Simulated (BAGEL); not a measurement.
# C3H5Cl (allyl chloride): HF/STO-3G (density fitting with cc-pvqz-jkfit)

What is the vertical singlet–triplet gap of C3H5Cl (allyl chloride) at HF/STO-3G (density fitting with cc-pvqz-jkfit)? 

The results are computed with BAGEL 1.2.2.

6 further runs of the same task are left out: 3 that didn't finish, 3 set aside as unsound or not needed.

## Step 1: The molecule

The species is C3H5Cl (9 atoms), meant as a singlet with charge 0. As SMILES, `C=CCCl`. The shape is that of a PBE0-D4/def2-TZVP optimisation. This is one conformer, not always the lowest.

Bond lengths: C1–C2 1.325 Å, C2–C3 1.483 Å, C3–Cl4 1.795 Å, C1–H5 1.083 Å, C1–H6 1.085 Å, C2–H7 1.087 Å, C3–H8 1.089 Å, C3–H9 1.090 Å. Some angles: C1–C2–C3 123.4°, C2–C3–Cl4 111.0°, C1–C2–H7 120.5°, C3–C2–H7 116.1°, C2–C1–H5 121.5°, C2–C1–H6 121.4°, C2–C3–H8 111.7°, C2–C3–H9 111.8°, Cl4–C3–H8 107.1°, Cl4–C3–H9 105.6°.

## Step 2: A single-point energy at HF/STO-3G (density fitting with cc-pvqz-jkfit)

The input, hf.json:

```json
{ "bagel": [

{
  "title": "molecule",
  "basis": "sto-3g",
  "df_basis": "cc-pvqz-jkfit",
  "angstrom": "true",
  "geometry": [
    { "atom": "C", "xyz": [   -0.295350,    1.315190,   -0.447700 ] },
    { "atom": "C", "xyz": [    0.370210,    0.171280,   -0.388240 ] },
    { "atom": "C", "xyz": [    0.080190,   -0.891510,    0.604460 ] },
    { "atom": "Cl", "xyz": [   -0.392790,   -2.419870,   -0.209260 ] },
    { "atom": "H", "xyz": [   -0.044240,    2.079040,   -1.173800 ] },
    { "atom": "H", "xyz": [   -1.115830,    1.528620,    0.230150 ] },
    { "atom": "H", "xyz": [    1.180420,   -0.031190,   -1.083310 ] },
    { "atom": "H", "xyz": [   -0.740340,   -0.613990,    1.264520 ] },
    { "atom": "H", "xyz": [    0.957740,   -1.137570,    1.203200 ] }
  ]
},
{
  "title": "hf"
},
{
  "title": "print",
  "file": "orbitals.molden",
  "orbitals": "true"
}

]}
```

Launch:

```console
$ BAGEL_NUM_THREADS=1 BAGEL hf.json > hf.out
```

Standard output:

```text
* using 1 threads per process

  ===============================================================
  ===============================================================

  *** Geometry ***

  { "atom" : "C", "xyz" : [     -0.558131,      2.485349,     -0.846030 ] },
  { "atom" : "C", "xyz" : [      0.699596,      0.323672,     -0.733667 ] },
  { "atom" : "C", "xyz" : [      0.151537,     -1.684710,      1.142264 ] },
  { "atom" : "Cl", "xyz" : [     -0.742266,     -4.572892,     -0.395444 ] },
  { "atom" : "H", "xyz" : [     -0.083601,      3.928816,     -2.218161 ] },
  { "atom" : "H", "xyz" : [     -2.108613,      2.888673,      0.434920 ] },
  { "atom" : "H", "xyz" : [      2.230671,     -0.058941,     -2.047159 ] },
  { "atom" : "H", "xyz" : [     -1.399040,     -1.160273,      2.389596 ] },
  { "atom" : "H", "xyz" : [      1.809866,     -2.149696,      2.273718 ] },

  Number of auxiliary basis functions:      721

  Since a DF basis is specified, we compute 2- and 3-index integrals:
    o Being stored without compression. Storage requirement is 0.005 GB

  Number of basis functions:       29
  Number of electrons      :       40

    * METHOD: MOLECULE                             0.38

  *** RHF ***

  === Nuclear Repulsion ===
   144.0348048613

      * DIIS with orbital gradients will be used.

  === RHF iteration (sto-3g) ===
      0       -569.59806289          0.01255021           0.03
      1       -569.65319029          0.00395216           0.03
      2       -569.65745501          0.00095989           0.03
      3       -569.65780741          0.00029845           0.03
      4       -569.65782993          0.00003185           0.03
      5       -569.65783035          0.00000881           0.03
      6       -569.65783038          0.00000245           0.03
      7       -569.65783039          0.00000070           0.03
      8       -569.65783039          0.00000013           0.03
      9       -569.65783039          0.00000004           0.03
     10       -569.65783039          0.00000002           0.03
     11       -569.65783039          0.00000000           0.03
    * SCF iteration converged.

    * Permanent dipole moment:
           (   -0.243421,    -0.868717,    -0.375586) a.u.

    * METHOD: HF                                   0.38

    * METHOD: PRINT                                0.00

  ===============================================================
```

It took 0.93 s on 1 thread of Arm Neoverse V2, shared host.

## Step 3: The triplet

The input, job.json:

```json
{ "bagel": [

{
  "title": "molecule",
  "basis": "sto-3g",
  "df_basis": "cc-pvqz-jkfit",
  "angstrom": true,
  "geometry": [
    { "atom": "C", "xyz": [      -0.295350,       1.315190,      -0.447700 ] },
    { "atom": "C", "xyz": [       0.370210,       0.171280,      -0.388240 ] },
    { "atom": "C", "xyz": [       0.080190,      -0.891510,       0.604460 ] },
    { "atom": "Cl", "xyz": [      -0.392790,      -2.419870,      -0.209260 ] },
    { "atom": "H", "xyz": [      -0.044240,       2.079040,      -1.173800 ] },
    { "atom": "H", "xyz": [      -1.115830,       1.528620,       0.230150 ] },
    { "atom": "H", "xyz": [       1.180420,      -0.031190,      -1.083310 ] },
    { "atom": "H", "xyz": [      -0.740340,      -0.613990,       1.264520 ] },
    { "atom": "H", "xyz": [       0.957740,      -1.137570,       1.203200 ] }
  ]
},

{ "title": "uhf", "nopen": 2 },

{ "title": "print", "file": "orbitals.molden", "orbitals": true }

]}
```

Launch:

```console
$ BAGEL_NUM_THREADS=1 BAGEL job.json > job.out
```

Standard output:

```text
* using 1 threads per process

  ===============================================================
  ===============================================================

  *** Geometry ***

  { "atom" : "C", "xyz" : [     -0.558131,      2.485349,     -0.846030 ] },
  { "atom" : "C", "xyz" : [      0.699596,      0.323672,     -0.733667 ] },
  { "atom" : "C", "xyz" : [      0.151537,     -1.684710,      1.142264 ] },
  { "atom" : "Cl", "xyz" : [     -0.742266,     -4.572892,     -0.395444 ] },
  { "atom" : "H", "xyz" : [     -0.083601,      3.928816,     -2.218161 ] },
  { "atom" : "H", "xyz" : [     -2.108613,      2.888673,      0.434920 ] },
  { "atom" : "H", "xyz" : [      2.230671,     -0.058941,     -2.047159 ] },
  { "atom" : "H", "xyz" : [     -1.399040,     -1.160273,      2.389596 ] },
  { "atom" : "H", "xyz" : [      1.809866,     -2.149696,      2.273718 ] },

  Number of auxiliary basis functions:      721

  Since a DF basis is specified, we compute 2- and 3-index integrals:
    o Being stored without compression. Storage requirement is 0.005 GB

  Number of basis functions:       29
  Number of electrons      :       40

    * METHOD: MOLECULE                             0.38

  *** Open-shell HF ***

  === Nuclear Repulsion ===
   144.0348048613

      * DIIS with orbital gradients will be used.

  === UHF iteration (sto-3g) ===
      0       -569.42140611          0.02160744           0.05
      1       -569.50834469          0.00684054           0.05
      2       -569.52213580          0.00267775           0.05
      3       -569.52592878          0.00096285           0.05
      4       -569.52660682          0.00027281           0.05
      5       -569.52672377          0.00005925           0.05
      6       -569.52674265          0.00002283           0.05
      7       -569.52674881          0.00000693           0.05
      8       -569.52674952          0.00000358           0.05
      9       -569.52674977          0.00000221           0.05
     10       -569.52674985          0.00000077           0.05
     11       -569.52674985          0.00000020           0.05
     12       -569.52674985          0.00000009           0.05
     13       -569.52674985          0.00000004           0.05
     14       -569.52674985          0.00000002           0.05
     15       -569.52674985          0.00000001           0.05
    * SCF iteration converged.

    * S^2 (UHF) is 2.0239

    * Permanent dipole moment:
           (   -0.264487,    -0.875267,    -0.357836) a.u.

    * METHOD: UHF                                  0.90

    * METHOD: PRINT                                0.00

  ===============================================================
```

Run time: 1.4 s. Hardware: 1 thread of Arm Neoverse V2, shared host.

## Step 4: What came out

At HF/STO-3G (density fitting with cc-pvqz-jkfit):

```
                                        quantity          value
                           singlet: total energy  -569.65783 Eh
                          singlet: dipole moment         2.48 D
                            singlet: HOMO energy       -9.08 eV
                            singlet: LUMO energy        7.40 eV
                          singlet: HOMO–LUMO gap       16.48 eV
                           triplet: total energy  -569.52675 Eh
                          triplet: dipole moment         2.50 D
                                   triplet: ⟨S²⟩          2.024
vertical energy of the triplet above the singlet       3.567 eV
```

In words: At this shape the triplet lies 3.57 eV (344 kJ/mol) above the singlet. In a minimal basis such a difference can be off by several eV, whatever the method.
